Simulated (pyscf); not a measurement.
Optimised with ωB97X-D3(BJ)/def2-SVP in PySCF. Correlated levels are frozen-core, on RHF or UHF. ΔMP2 is the change of the MP2 total energy from the triple- to the quadruple-zeta basis.

**Question.** `[CH4]` + `[CH3][Al]` [singlet] → `[CH3][AlH][CH3]`
Surface: singlet. Broken: C–H. Formed: Al–C, Al–H. Give ΔE‡ and ΔE from CCSD(T)/def2-TZVPP + ΔMP2(QZVPP), relative to the separated reactants.

**Answer.** ΔE‡ = 218.0 kJ/mol, ΔE = -94.9 kJ/mol. Zero-point energy shifts the barrier by -6.8 kJ/mol. It is an insertion, with an imaginary mode of 1477i cm⁻¹. One saddle was located; it need not be the lowest between these sides. The CCSD(T) − MP2 part came from Ansatz, without density fitting, on the same reference.
